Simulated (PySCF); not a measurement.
Gas-phase reaction: 2 AlCl = 2 Al + Cl₂

Method: PySCF energies plus ideal-gas RRHO corrections (1 bar). The comparison is the NASA 1993 polynomial table, which mixes measured and estimated data. After a fit of one offset per element over all species, the range-separated, M06-2X, PBE0/def2-QZVP and CCSD(T)/def2-TZVPP enthalpies, where run, lie to one side of the table for AlCl (-22 kJ/mol): a fault of the table's entry, another state or a shared error of the levels is possible; this was not checked at source. † marks an energy on the PBE0/def2-TZVP geometry and frequencies; other levels use their own. MP2 and CCSD(T) freeze the core. Open shells (unrestricted): Al (multiplicity 2); the rest are closed-shell singlets. Spin-orbit splitting is ignored; it lowers the true energy and changes the entropy of Al. B3LYP is the form with VWN-RPA correlation. MP2 isn't extrapolated to the basis-set limit. CCSD(T) isn't extrapolated to the basis-set limit. The table's entry may be an old estimate for AlCl (not checked at source).

```
level                ΔH°(298 K), kJ
-------------------  --------------
table                         762.3
B3LYP/def2-TZVP†                  …
CCSD(T)/def2-SVP†                 …
CCSD(T)/def2-TZVPP†           761.0
HF/def2-TZVP†                 697.5
M06-2X/def2-TZVP†             791.2
MP2/def2-TZVPP†                   …
PBE0/def2-TZVP                    …
```

Fill in the missing entries.


- B3LYP/def2-TZVP†, ΔH°(298 K), kJ: 753.0
- CCSD(T)/def2-SVP†, ΔH°(298 K), kJ: 767.1
- MP2/def2-TZVPP†, ΔH°(298 K), kJ: 783.8
- PBE0/def2-TZVP, ΔH°(298 K), kJ: 748.4
